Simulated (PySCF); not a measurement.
Job file and geometry (Å, from PBE0-D3(BJ)/def2-TZVP) of an NMR shielding run on `O=[N+]([O-])F`, FNO$_{2}$, PySCF, GIAO B97-2/pcSseg-2 NMR shielding, non-relativistic, gas phase; density fitting, a coarse starting grid and PySCF grid level 2 are the driver's defaults:

```
$ OMP_NUM_THREADS=1 python probes_run.py task.json out

{"job": {"kind": "nmr", "xc": "B97-2", "basis": "pcSseg-2", "pop": false}, "charge": 0, "multiplicity": 1}
O     -0.476192     0.843022     0.529436
N     -0.055165    -0.213342     0.253863
O      0.925502    -0.807854     0.484730
F     -0.966349    -0.965650    -0.572095
```

**Question.** What does the program print?

**Answer.** 
```
coarse grid: 4320 points
cycle   1  E = -304.6330772261  dE =  1.132e+00  |g| = 1.316e+00  |ddm| = 1.565e+00
cycle   2  E = -303.9379559224  dE =  6.951e-01  |g| = 2.544e+00  |ddm| = 1.420e+00
cycle   3  E = -304.9240560503  dE = -9.861e-01  |g| = 1.386e-01  |ddm| = 9.737e-01
cycle   4  E = -304.9228547209  dE =  1.201e-03  |g| = 1.586e-01  |ddm| = 1.052e-01
cycle   5  E = -304.9268752971  dE = -4.021e-03  |g| = 1.518e-02  |ddm| = 6.629e-02
cycle   6  E = -304.9269149960  dE = -3.970e-05  |g| = 2.532e-03  |ddm| = 9.004e-03
cycle   7  E = -304.9269160061  dE = -1.010e-06  |g| = 7.665e-04  |ddm| = 1.554e-03
final grid: 45016 points
cycle   8  E = -304.9237748691  dE = -2.585e-05  |g| = 1.090e-02  |ddm| = 1.870e-02
cycle   9  E = -304.9237076208  dE =  6.725e-05  |g| = 2.288e-02  |ddm| = 1.320e-02
cycle  10  E = -304.9237928807  dE = -8.526e-05  |g| = 1.260e-03  |ddm| = 9.438e-03
cycle  11  E = -304.9237931030  dE = -2.223e-07  |g| = 6.267e-04  |ddm| = 7.310e-04
cycle  12  E = -304.9237931672  dE = -6.417e-08  |g| = 2.111e-04  |ddm| = 3.104e-04
cycle  13  E = -304.9237931745  dE = -7.324e-09  |g| = 3.538e-05  |ddm| = 8.832e-05
cycle  14  E = -304.9237931747  dE = -2.051e-10  |g| = 7.769e-06  |ddm| = 1.560e-05
converged SCF energy = -304.9237931747

GIAO shielding tensors (ppm)
atom      isotropic    diamagn.    paramagn.     s11        s22        s33       span
  0 O     -126.323     395.120    -521.443   -251.168   -171.814     44.014    295.182
  1 N      -63.683     308.879    -372.562   -247.463    -83.992    140.406    387.869
  2 O     -126.441     394.728    -521.169   -251.425   -172.121     44.223    295.647
  3 F     -198.189     474.648    -672.837   -539.286   -439.394    384.112    923.398
```

**Question.** Turn these shieldings into chemical shifts. References, each an isolated molecule treated in the same way: ¹⁷O (σref 327.66) vs H2O; NH3 for ¹⁵N (σref 261.75); ¹⁹F (σref 175.98) vs CFCl3.

**Answer.** Averaging equivalent atoms: O 0/2: 454.0; N 1: 325.4; F 3: 374.2 ppm. Unscaled 19F shifts against computed CFCl3 carry errors that often reach 10 to 50 ppm. Unscaled 17O shifts of doubly bonded oxygen tend to come out too high, by tens of ppm or more. Experimental scales use liquid or dissolved standards, which lie at an offset from isolated NH3 (liquid NH3: subtract about 20 ppm) and H2O (liquid H2O: subtract about 36 ppm). Unscaled 15N shifts of sp2 nitrogen come out 20 to 40 ppm too high even then.

Size and cost of the density-fitted run: 144 basis functions, 5.8 s wall time on 1 thread of an Arm Neoverse V2, shared host; peak memory 0.53 GiB.
